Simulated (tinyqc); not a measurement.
Inside a calculation. Method: RHF in the sto-3g basis, for H2O, spin multiplicity 1. One step of it, computed by the program tinyqc.

Task: Iteration 2: diagonalisation and new density. Diagonalise F' = X^T F X, C = X C', fill 5 alpha and 5 beta electrons from the bottom; D = 2 C_occ C_occ^T; the new density keeps 0.2 of the old one (damping). Each column has its largest component positive (the first on a tie).

extrapolated F (hartree), lower triangle:
```
,1O 1s,1O 2s,1O 2px,1O 2py,1O 2pz,2H 1s,3H 1s
1O 1s,-19.587173
1O 2s,-5.032711,-2.137923
1O 2px,0.002393,-0.001089,-0.058922
1O 2py,0.001741,-0.021720,0.013807,-0.131797
1O 2pz,-0.026104,-0.167566,-0.012260,-0.016946,-0.082344
2H 1s,-0.997617,-0.821117,-0.006250,-0.322128,-0.314451,-0.388734
3H 1s,-0.998216,-0.849515,0.019017,0.300577,-0.342387,-0.326384,-0.407119
```

X, lower triangle:
```
,1O 1s,1O 2s,1O 2px,1O 2py,1O 2pz,2H 1s,3H 1s
1O 1s,1.023924
1O 2s,-0.140028,1.198952
1O 2px,0.000000,0.000000,1.000000
1O 2py,0.000000,0.000000,0.000000,1.088543
1O 2pz,-0.009269,0.095044,0.000000,0.000000,1.051030
2H 1s,0.020514,-0.257134,0.000000,-0.199354,-0.138543,1.169348
3H 1s,0.020514,-0.257134,0.000000,0.199354,-0.138543,-0.082463,1.169348
```

D after iteration 1, lower triangle:
```
,1O 1s,1O 2s,1O 2px,1O 2py,1O 2pz,2H 1s,3H 1s
1O 1s,2.110122
1O 2s,-0.516052,1.901621
1O 2px,-0.023697,0.079911,1.905436
1O 2py,-0.004219,0.161502,-0.021587,1.708710
1O 2pz,0.024337,-0.311420,0.005435,0.138990,1.632508
2H 1s,0.031671,-0.440233,0.093087,0.063883,0.019379,0.588180
3H 1s,-0.022540,0.061678,-0.275293,0.025504,0.212912,0.063377,0.562793
```

overlap S, lower triangle:
```
,1O 1s,1O 2s,1O 2px,1O 2py,1O 2pz,2H 1s,3H 1s
1O 1s,1.000000
1O 2s,0.236704,1.000000
1O 2px,0.000000,0.000000,1.000000
1O 2py,0.000000,0.000000,0.000000,1.000000
1O 2pz,0.000000,0.000000,0.000000,0.000000,1.000000
2H 1s,0.046077,0.432241,0.000000,0.283362,0.237158,1.000000
3H 1s,0.046077,0.432241,0.000000,-0.283362,0.237158,0.232069,1.000000
```

Give: F' = X^T F X; orbital energies; coefficients C; D after iteration 2.

Result:

F' = X^T F X (hartree), lower triangle:
```
,1,2,3,4,5,6,7
1,-19.2089
2,-2.6734,-0.9830
3,0.0030,-0.0061,-0.0589
4,0.0056,-0.0307,0.0201,0.1084
5,-0.0475,0.0462,-0.0148,-0.0243,0.0663
6,-0.1383,-0.4242,-0.0096,-0.4064,-0.2939,0.0777
7,-0.1325,-0.4731,0.0275,0.3987,-0.3376,-0.1105,0.0777
```

orbital energies (hartree): MO1 -19.5971, MO2 -1.0191, MO3 -0.4224, MO4 -0.1896, MO5 -0.0607, MO6 0.6302, MO7 0.7379

coefficients C:
```
,MO1,MO2,MO3,MO4,MO5,MO6,MO7
1O 1s,0.9938,-0.2204,0.0007,0.1325,-0.0066,0.1118,0.0518
1O 2s,0.0274,0.7710,-0.0032,-0.6445,0.0368,-0.7006,-0.3092
1O 2px,-0.0001,-0.0001,0.0086,0.0248,0.9985,0.0085,0.0479
1O 2py,0.0000,0.0266,0.6034,0.0108,-0.0441,-0.3705,0.8719
1O 2pz,0.0041,0.1712,-0.0056,0.7030,0.0040,-0.7261,-0.3184
2H 1s,-0.0057,0.1868,0.4605,0.3093,0.0015,0.9781,-0.4476
3H 1s,-0.0056,0.2278,-0.4558,0.3230,-0.0550,0.3747,0.9961
```

D after iteration 2, lower triangle:
```
,1O 1s,1O 2s,1O 2px,1O 2py,1O 2pz,2H 1s,3H 1s
1O 1s,2.1081
1O 2s,-0.4686,1.9993
1O 2px,-0.0102,0.0491,1.9773
1O 2py,-0.0069,0.0482,-0.0661,0.9288
1O 2pz,0.1000,-0.5755,0.0353,0.0415,1.1642
2H 1s,-0.0025,-0.1791,0.0397,0.4706,0.3988,0.6659
3H 1s,-0.0252,-0.0410,-0.1364,-0.4158,0.4720,-0.0953,0.6999
```
